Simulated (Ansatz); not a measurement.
```yaml
crystal:
  periodic: [false, false, false]
  atoms:
    - {symbol: C, position_ang: [-0.000000, 0.000003, 0.452430]}
    - {symbol: H, position_ang: [0.000000, 0.000002, 1.536989]}
    - {symbol: Cl, position_ang: [0.000000, 1.675496, -0.083336]}
    - {symbol: Cl, position_ang: [1.451012, -0.837751, -0.083339]}
    - {symbol: Cl, position_ang: [-1.451012, -0.837751, -0.083339]}
basis:
  gaussian: {orbitals: x2c-TZVPPall}
hamiltonian: {xc: {name: PBEsol}}
scf: {lower_state_search: light}
```

```sh
$ ansatz run in.yaml --threads 2 --pin off --events-out ev --progress --plain --max-ram 32768MiB --backend cpu
```

Output, abridged:

```
Functional definition: PBEsol
1130 factors; their error is unknown
mean field evaluation 1: about -38659.4830 eV, gradient 3.2e1 eV
mean field evaluation 2: about -38652.1464 eV, gradient 6.3e1 eV
mean field evaluation 4: about -38661.7790 eV, gradient 1.4e0 eV
mean field evaluation 8: about -38661.7808 eV, gradient 2.4e-2 eV
mean field evaluation 16: about -38661.7635 eV, gradient 4.8e-5 eV
mean field -38661.76350478 eV, -1420.7936029161 hartree, gradient 4.8e-5 eV, S^2 0.000000; 0 other end points of the search recorded, 0 dependent functions left out
reference -38661.76353190 eV, -1420.7936039130 hartree; 29, 29 occupied and 142, 142 virtual orbitals, 1130 factors
Total energy: -38661.76353190 eV, -1420.7936039130 hartree
Relativity: scalar
```

It took 1.4 s on 2 threads of an AMD EPYC 7R13 on a shared host, with 0.35 GiB of host memory at the peak.
